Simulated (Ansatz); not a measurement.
Search for a first-order saddle point of CH7OSi, doublet.

Input (in.yaml):

```yaml
crystal:
  periodic: [false, false, false]
  atoms:
    - {symbol: H, position_ang: [0.392039, -0.696182, -0.033689]}
    - {symbol: O, position_ang: [1.426500, 0.297910, -0.207299]}
    - {symbol: C, position_ang: [0.842372, 1.537919, -0.280525]}
    - {symbol: Si, position_ang: [-0.905260, -1.538930, 0.285218]}
    - {symbol: H, position_ang: [1.679082, 2.252003, -0.425405]}
    - {symbol: H, position_ang: [0.322069, 1.851400, 0.647049]}
    - {symbol: H, position_ang: [0.162079, 1.671634, -1.145795]}
    - {symbol: H, position_ang: [-1.622142, -0.887327, 1.422963]}
    - {symbol: H, position_ang: [-0.510282, -2.929434, 0.658700]}
    - {symbol: H, position_ang: [-1.786358, -1.558894, -0.921217]}
basis:
  gaussian: {orbitals: def2-TZVP}
magnetization: {spin_polarized: true, initial_magnetization: 1}
hamiltonian: {xc: pbe0, dispersion: d4}
saddle:
  f_tol: 0.01
  max_steps: 50
  order_check: false
  mode_guess:
    - [-0.4508, -0.5663, 0.0954]
    - [0.4544, 0.4038, -0.0833]
    - [0.0736, 0.1164, -0.0207]
    - [-0.0342, -0.0595, 0.0119]
    - [-0.0169, 0.2242, -0.0201]
    - [0.0508, -0.0072, 0.0142]
    - [0.0429, -0.0052, -0.0226]
    - [-0.0272, -0.0264, -0.0007]
    - [-0.0612, -0.0545, 0.0150]
    - [-0.0314, -0.0253, 0.0110]
```

An equivalent command:

```bash
ansatz run in.yaml --threads 4 --pin off --events-out ev --progress --plain
```

Output of Ansatz 0.2.0:

```
Functional definition: PBE0
  name "PBE0"
  cite "Adamo & Barone, J. Chem. Phys. 110, 6158 (1999) doi:10.1063/1.478522"
  cite "Perdew, Burke & Ernzerhof, Phys. Rev. Lett. 77, 3865 (1996) doi:10.1103/PhysRevLett.77.3865"
  parent pbe
  parameter a = 0.25
  parameter kappa = 0.804
  parameter beta = 0.06672455060314922
  exchange = (1 - a)*pbe_x(kappa = kappa, mu = beta*pi^2/3) + a*exact_x
  correlation = pbe_c(beta = beta)
907 factors; their error is unknown
mean field evaluation 1: about -11062.4693 eV, gradient 3.3e1 eV
mean field evaluation 2: about -11053.8471 eV, gradient 5.6e1 eV
mean field evaluation 4: about -11067.2366 eV, gradient 4.4e0 eV
mean field evaluation 8: about -11067.3526 eV, gradient 2.3e-1 eV
mean field evaluation 16: about -11067.3528 eV, gradient 1.5e-4 eV
mean field -11067.35275239 eV, -406.7177119292 hartree, gradient 3.6e-5 eV, S^2 0.757501; 2 other end points of the search recorded, 0 dependent functions left out
the calculation of the forces begins
reference -11067.35278627 eV, -406.7177131743 hartree; 18, 17 occupied and 123, 124 virtual orbitals, 907 factors
these checks for a lower state are left out or cut short: stability, starts, cluster_reference, orbital_swaps, neighbouring_geometries, increment
907 factors; their error is unknown
mean field evaluation 32: about -11067.3526 eV, gradient 9.8e-5 eV
mean field -11067.35261918 eV, -406.7177070337 hartree, gradient 2.7e-6 eV, S^2 0.757343; 0 other end points of the search recorded, 0 dependent functions left out
the calculation of the forces begins
reference -11067.35265304 eV, -406.7177082783 hartree; 18, 17 occupied and 123, 124 virtual orbitals, 907 factors
these checks for a lower state are left out or cut short: stability, starts, cluster_reference, orbital_swaps, neighbouring_geometries, increment
907 factors; their error is unknown
mean field -11067.34918578 eV, -406.7175808588 hartree, gradient 3.0e-6 eV, S^2 0.757297; 0 other end points of the search recorded, 0 dependent functions left out
the calculation of the forces begins
reference -11067.34921967 eV, -406.7175821042 hartree; 18, 17 occupied and 123, 124 virtual orbitals, 907 factors
saddle step   1: F+E_penalty+E_count = -11067.45728519 eV  max|allowed force component| = 5.560e-1 eV/Å  curvature = -5.4114 eV/Å²  mode residual = 4.41e-1 eV/Å²  Δτ_max = 0.0000 Å  (1 rotations, 3 force calls, 112 SCF iters)  cluster: 3 rotations left out, max|force component along them| = 1.056e-6 eV/Å
saddle step   2: F+E_penalty+E_count = -11067.46428093 eV  max|allowed force component| = 1.685e-1 eV/Å  curvature = -5.0896 eV/Å²  mode residual = 2.45e-1 eV/Å²  Δτ_max = 0.0125 Å  (1 rotations, 3 force calls, 93 SCF iters)  cluster: 3 rotations left out, max|force component along them| = 2.263e-8 eV/Å
saddle step   3: F+E_penalty+E_count = -11067.46540210 eV  max|allowed force component| = 6.200e-2 eV/Å  curvature = -4.9555 eV/Å²  mode residual = 3.50e-1 eV/Å²  Δτ_max = 0.0092 Å  (1 rotations, 3 force calls, 92 SCF iters)  cluster: 3 rotations left out, max|force component along them| = 2.560e-7 eV/Å
saddle step   4: F+E_penalty+E_count = -11067.46568172 eV  max|allowed force component| = 2.178e-2 eV/Å  curvature = -4.8742 eV/Å²  mode residual = 2.08e-1 eV/Å²  Δτ_max = 0.0028 Å  (1 rotations, 3 force calls, 83 SCF iters)  cluster: 3 rotations left out, max|force component along them| = 3.490e-7 eV/Å
saddle step   5: F+E_penalty+E_count = -11067.46576045 eV  max|allowed force component| = 1.353e-2 eV/Å  curvature = -4.7832 eV/Å²  mode residual = 2.84e-1 eV/Å²  Δτ_max = 0.0027 Å  (1 rotations, 3 force calls, 80 SCF iters)  cluster: 3 rotations left out, max|force component along them| = 3.197e-7 eV/Å
saddle step   6: F+E_penalty+E_count = -11067.46580116 eV  max|allowed force component| = 1.610e-2 eV/Å  curvature = -4.6422 eV/Å²  mode residual = 2.30e-1 eV/Å²  Δτ_max = 0.0035 Å  (1 rotations, 3 force calls, 82 SCF iters)  cluster: 3 rotations left out, max|force component along them| = 1.202e-7 eV/Å
saddle step   7: F+E_penalty+E_count = -11067.46587074 eV  max|allowed force component| = 1.108e-2 eV/Å  curvature = -4.3790 eV/Å²  mode residual = 3.97e-1 eV/Å²  Δτ_max = 0.0079 Å  (1 rotations, 3 force calls, 88 SCF iters)  cluster: 3 rotations left out, max|force component along them| = 2.474e-7 eV/Å
saddle step   8: F+E_penalty+E_count = -11067.46596939 eV  max|allowed force component| = 2.851e-2 eV/Å  curvature = -4.0659 eV/Å²  mode residual = 4.93e-1 eV/Å²  Δτ_max = 0.0116 Å  (1 rotations, 3 force calls, 94 SCF iters)  cluster: 3 rotations left out, max|force component along them| = 3.611e-7 eV/Å
saddle step   9: F+E_penalty+E_count = -11067.46595332 eV  max|allowed force component| = 7.119e-3 eV/Å  curvature = -4.1914 eV/Å²  mode residual = 2.29e-1 eV/Å²  Δτ_max = 0.0028 Å  (1 rotations, 5 force calls, 124 SCF iters)  cluster: 3 rotations left out, max|force component along them| = 1.770e-7 eV/Å
saddle step  10: F+E_penalty+E_count = -11067.46597613 eV  max|allowed force component| = 3.489e-3 eV/Å  curvature = -4.4686 eV/Å²  mode residual = 1.59e-1 eV/Å²  Δτ_max = 0.0047 Å  (1 rotations, 5 force calls, 127 SCF iters)  cluster: 3 rotations left out, max|force component along them| = 3.669e-8 eV/Å
saddle step  11: F+E_penalty+E_count = -11067.46608143 eV  max|allowed force component| = 2.994e-3 eV/Å  curvature = -4.3695 eV/Å²  mode residual = 2.00e-1 eV/Å²  Δτ_max = 0.0206 Å  (1 rotations, 8 force calls, 191 SCF iters)  cluster: 3 rotations left out, max|force component along them| = 3.126e-7 eV/Å
saddle step  12: F+E_penalty+E_count = -11067.46612792 eV  max|allowed force component| = 4.519e-3 eV/Å  curvature = -4.4162 eV/Å²  mode residual = 2.61e-1 eV/Å²  Δτ_max = 0.0181 Å  (1 rotations, 18 force calls, 428 SCF iters)  cluster: 3 rotations left out, max|force component along them| = 1.312e-7 eV/Å
saddle step  13: F+E_penalty+E_count = -11067.46615512 eV  max|allowed force component| = 5.815e-3 eV/Å  curvature = -4.4083 eV/Å²  mode residual = 2.14e-1 eV/Å²  Δτ_max = 0.0291 Å  (1 rotations, 6 force calls, 150 SCF iters)  cluster: 3 rotations left out, max|force component along them| = 2.008e-7 eV/Å
saddle step  14: F+E_penalty+E_count = -11067.46616036 eV  max|allowed force component| = 7.563e-4 eV/Å  curvature = -4.4130 eV/Å²  mode residual = 1.94e-1 eV/Å²  Δτ_max = 0.0011 Å  (1 rotations, 11 force calls, 234 SCF iters)  cluster: 3 rotations left out, max|force component along them| = 6.564e-8 eV/Å
saddle step  15: F+E_penalty+E_count = -11067.46616988 eV  max|allowed force component| = 1.658e-3 eV/Å  curvature = -4.4121 eV/Å²  mode residual = 1.16e-1 eV/Å²  Δτ_max = 0.0105 Å  (1 rotations, 9 force calls, 227 SCF iters)  cluster: 3 rotations left out, max|force component along them| = 3.052e-7 eV/Å
saddle step  16: F+E_penalty+E_count = -11067.46617264 eV  max|allowed force component| = 5.674e-4 eV/Å  curvature = -4.7534 eV/Å² (error put at 0.0002; -4.7533 at half of saddle.amplitude)  mode residual = 1.17e-1 eV/Å²  Δτ_max = 0.0039 Å  (1 rotations, 8 force calls, 188 SCF iters)  cluster: 3 rotations left out, max|force component along them| = 6.920e-8 eV/Å
Total energy: -11067.46620636 eV, -406.7218812855 hartree
Atom 0 at     0.355807    -0.664971     0.038033 Å, force     0.000057     0.000086     0.000302 eV/Å
Atom 1 at     1.427863     0.302810    -0.186092 Å, force     0.000200    -0.000048     0.000013 eV/Å
Atom 2 at     0.851046     1.552395    -0.293932 Å, force    -0.000479    -0.000567    -0.000196 eV/Å
Atom 3 at    -0.917195    -1.542550     0.298720 Å, force    -0.000221    -0.000123     0.000344 eV/Å
Atom 4 at     1.689399     2.244852    -0.464771 Å, force     0.000107     0.000321     0.000344 eV/Å
Atom 5 at     0.344047     1.880161     0.623389 Å, force     0.000234    -0.000121    -0.000452 eV/Å
Atom 6 at     0.173702     1.648324    -1.152988 Å, force    -0.000094     0.000350    -0.000231 eV/Å
Atom 7 at    -1.662254    -0.966787     1.448253 Å, force     0.000063    -0.000296    -0.000129 eV/Å
Atom 8 at    -0.491234    -2.931064     0.606355 Å, force    -0.000130     0.000099    -0.000173 eV/Å
Atom 9 at    -1.771082    -1.523069    -0.916966 Å, force     0.000264     0.000300     0.000178 eV/Å
Dipole moment:    -0.228036     0.189992    -0.002916 e Å

[the SCF lines of later steps are left out]
```

Hardware: 4 CPU threads, shared host. Wall time about 110 s.
